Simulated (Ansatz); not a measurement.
# BSiH (singlet): from Hartree-Fock to the top rungs at distance Si1–H3 = 1.516 Å, 6-31G

The task here is to estimate one member of a computed series from the others.

Program: Ansatz 0.2.0, Gaussian basis. Level of theory: 6-31G, core rule «outside noble gas», up to 6 orbitals frozen. These are calculated values, not measurements.

To be run: UHF; CCSD(T) on RHF; CCSD(T) on UHF; BCCD(T) on RHF; CISD; CCSDT(Q) on RHF; CCSDT(Q) on UHF; CISDTQ; CCSDTQ on RHF; CCSDTQ on UHF; CASSCF and MRCISD+Q, 2 electrons in 2 orbitals; CASSCF and NEVPT2, 2 electrons in 2 orbitals; CASSCF and MRCISD+Q, 8 electrons in 9 orbitals; CASSCF and MRCISD+Q(relaxed), 8 electrons in 9 orbitals; CASSCF and NEVPT2, 8 electrons in 9 orbitals; Full CI.

29 further runs of the same task are left out: 12 for a known fault of the program, 13 that didn't finish, 4 set aside as unsound or not needed.

## The system

The geometry derives from a PBE0/def2-TZVP stationary point (not a proven minimum). One bond is set to the value named and the two fragments are kept rigid.

3 atoms, charge 0, spin multiplicity 1.

Atoms are counted from 1 here; the program's logs count them from 0.

Bond lengths: Si1–B2 2.039 Å, Si1–H3 1.516 Å. Angles: B2–Si1–H3 180.0°.

As a file:

```
Si    0.0000    0.0000    0.1742
B     0.0000    0.0000   -1.8643
H     0.0000    0.0000    1.6901
```

The first run:

Contents of in.yaml:

```yaml
crystal:
  periodic: [false, false, false]
  atoms:
    - {symbol: Si, position_ang: [0.000000, 0.000000, 0.174230]}
    - {symbol: B, position_ang: [0.000000, 0.000000, -1.864326]}
    - {symbol: H, position_ang: [0.000000, 0.000000, 1.690095]}
basis:
  gaussian: {orbitals: 6-31G}
magnetization: {spin_polarized: true, initial_magnetization: 0}
hamiltonian: {xc: hf}
output: {orbitals: {seedname: orbitals}}
```

The run is started by

```sh
ansatz run in.yaml --threads 1 --pin off --events-out ev --progress --plain --max-ram 2393MiB
```

Among the steps run: UHF; CCSD(T) on RHF; CCSD(T) on UHF; BCCD(T) on RHF; CISD; CCSDT(Q) on RHF; CCSDT(Q) on UHF; CISDTQ; CCSDTQ on RHF; CCSDTQ on UHF; CASSCF and MRCISD+Q, 2 electrons in 2 orbitals; CASSCF and NEVPT2, 2 electrons in 2 orbitals; CASSCF and MRCISD+Q, 8 electrons in 9 orbitals; CASSCF and MRCISD+Q(relaxed), 8 electrons in 9 orbitals; CASSCF and NEVPT2, 8 electrons in 9 orbitals; Full CI.

One of the session's tables, all rows but one given; the rest of the session is left out.

```
                   method  from FCI (meV)
                      RHF         +3695.0
                     RMP2         +1307.6
                     CISD          +589.8
                    RCCSD          +320.6
                 RCCSD(T)          +145.3
                  BCCD(T)          +148.4
                   RCCSDT           +67.5
                   CISDTQ           +76.0
                RCCSDT(Q)               ?
                  RCCSDTQ            +4.7
           CASSCF valence          +817.0
           NEVPT2 valence          +237.3
           MRCISD valence           +20.3
         MRCISD+Q valence            +2.1
MRCISD+Q(relaxed) valence            -5.5
                      FCI               0
```

Q: Estimate the row for RCCSDT(Q) from the others.

**Answer.** from FCI (meV): +25.4. In the column «from FCI (meV)» it lies between MRCISD valence (+20.3) and RCCSDT (+67.5).

Not comparable, so not listed: CASSCF and MRCISD+Q, 2 electrons in 2 orbitals (they don't share determinant, frozen orbitals or solution with the rows shown, or repeat one).

Limits of these values: The report flags that the cluster equations may have other roots. Left out of the table: CASSCF pair, NEVPT2 pair (the active space lost an orbital or holds another state than full CI finds). Left out of the table: UHF, UMP2, UCCSD, UCCSD(T), UCCSDT, UCCSDT(Q), UCCSDTQ (another determinant or state than the rows shown). The program flags RCCSDT(Q), RCCSDTQ as in doubt, so those rows may rest on another solution; read them beside their warnings. MRCISD+Q(relaxed) valence falls below full CI: the +Q correction isn't variational, and the cores differ from full CI's. Warnings in the runs' records: passed over end.
